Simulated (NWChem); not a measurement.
disilane (Si2H6); SMILES [SiH3][SiH3]

All runs: NWChem. Pople sets run with spherical d functions. Geometry: optimised at PBE0/def2-SVP.

Question: Order these by “orbital gap (eV)”, lowest first: PBE0/STO-3G; PBE0/3-21G; PBE0/6-311G**; PBE0/6-311++G**.

Answer: PBE0/6-311++G** (8.35), PBE0/6-311G** (8.84), PBE0/3-21G (9.43), PBE0/STO-3G (12.54)
